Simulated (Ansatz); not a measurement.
# CHO₃−: how energies converge with the basis set

Aim: see how fast density functionals converge with the basis set for CHO₃−.

Method: one geometry, several basis sets; program: Ansatz 0.2.0, Gaussian basis.

Plan: PBE0-D4/def2-SVPD; ωB97M-V/def2-SVPD; PBE0-D4/def2-QZVPPD; ωB97M-V/def2-QZVPPD; the functionals' def2-TZVPPD values are taken from earlier runs.

### 1 The geometry

The geometry comes from an earlier relaxation with PBE0-D4 in a triple-zeta def2 set; it is a stationary point.

SMILES `O=C([O-])O`, 5 atoms, charge -1, spin multiplicity 1.

Atoms are counted from 1 here; the program's logs count them from 0.

Bond lengths: O1–C2 1.247 Å, C2–O3 1.231 Å, C2–O4 1.429 Å, O4–H5 0.962 Å. Angles: O1–C2–O3 132.2°, O1–C2–O4 113.6°, O3–C2–O4 114.3°, C2–O4–H5 101.8°.

### 2 PBE0-D4 in def2-SVPD

Input file in.yaml:

```yaml
crystal:
  periodic: [false, false, false]
  atoms:
    - {symbol: O, position_ang: [0.160936, -1.120777, -0.668392]}
    - {symbol: C, position_ang: [0.199275, -0.303149, 0.271776]}
    - {symbol: O, position_ang: [0.625091, -0.387740, 1.423251]}
    - {symbol: O, position_ang: [-0.358146, 0.971459, -0.055989]}
    - {symbol: H, position_ang: [-0.627156, 0.840197, -0.970647]}
basis:
  gaussian: {orbitals: def2-SVPD}
total_charge: -1
hamiltonian: {xc: pbe0, dispersion: d4}
output: {orbitals: {seedname: orbitals}}
```

On the command line:

```sh
ansatz run in.yaml --threads 2 --pin off --events-out ev --progress --plain --max-ram 32768MiB --backend cpu
```

Further steps of the session: ωB97M-V in def2-SVPD; PBE0-D4 in def2-QZVPPD; ωB97M-V in def2-QZVPPD.

Before running them: what should the planned runs give, taken together? Wanted: PBE0-D4: double and triple zeta above quadruple; ωB97M-V: double and triple zeta above quadruple.

As calculated:

| quantity | value |
| --- | --- |
| PBE0-D4: double and triple zeta above quadruple | 8.25, 0.34 eV |
| ωB97M-V: double and triple zeta above quadruple | 8.34, 0.31 eV |

**Reading.** For PBE0-D4 the step from double to triple zeta gains 7.91 eV and the next only 0.34 eV. These are total energies; as a rule much of such shifts cancels in differences, which this series doesn't test. The LUMO of ωB97M-V is positive and keeps falling with the basis (5.58 to 4.15 eV): an unbound level that the basis holds in place.
